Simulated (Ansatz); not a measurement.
A run of Ansatz (development build ahead of 0.2.0) on quartet BNH at this shape:

```xyz
3

N     0.0000    0.0000    0.0000
H     0.0000    0.0000    2.8560
B     0.0000    4.2741   -0.7536
```

Its results:

* Converged: yes
* Total energy: -79.64435 hartree
* Spin squared of the determinant: 4.710
* Stability test: minimum

**Question.** Which input gives this output? Name the method, the orbitals and the basis set, and write the input.

**Answer.** PBE (unrestricted) in pcseg-2.

```yaml
crystal:
  periodic: [false, false, false]
  atoms:
    - { symbol: "N", position_ang: [0.0, 0.0, 0.0] }
    - { symbol: H, position_ang: [0.0, 0.0, 2.856] }
    - { symbol: B, position_ang: [0.0, 4.2741, -0.7536] }
basis:
  gaussian: { orbitals: pcseg-2 }
magnetization:
  spin_polarized: true
  initial_magnetization: 3
hamiltonian:
  xc: pbe
```

Caution: charge can spread falsely over distant fragments; the unrestricted determinant is a mixture of spin states; other spin multiplicities may lie lower.
